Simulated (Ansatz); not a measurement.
Hydrogen chloride (`Cl`). Total charge 0; spin multiplicity 1.

Question: What are the harmonic wavenumbers in cm⁻¹ at PBE0-D4/def2-TZVP (Ansatz, finite differences of forces, unscaled)? (Estimate.)

Answer: Computed: 2997.

Question: Is this a minimum?

Answer: Yes, all 1 modes are real.

Question: Give the ideal-gas thermochemistry at 298.15 K and 1 bar (rigid rotor, harmonic oscillator; point group C∞v, symmetry number 1).

Answer: Zero-point energy 17.9 kJ/mol; H(298) − E = 26.6 kJ/mol; entropy 186.8 J/(mol·K), of which translation 153.7, rotation 33.1, vibration 0.0; G(298) − E = -29.1 kJ/mol.

Question: And at 400, 500, 600, 800 and 1000 K?

Answer: 
```csv
T (K),H − E (kJ/mol),S (J/mol/K),G − E (kJ/mol)
400,29.6,195.4,-48.6
500,32.5,201.9,-68.4
600,35.4,207.2,-88.9
800,41.4,215.8,-131.2
1000,47.5,222.6,-175.1
```

Question: Rotational constants (cm⁻¹)?

Answer: 10.52.
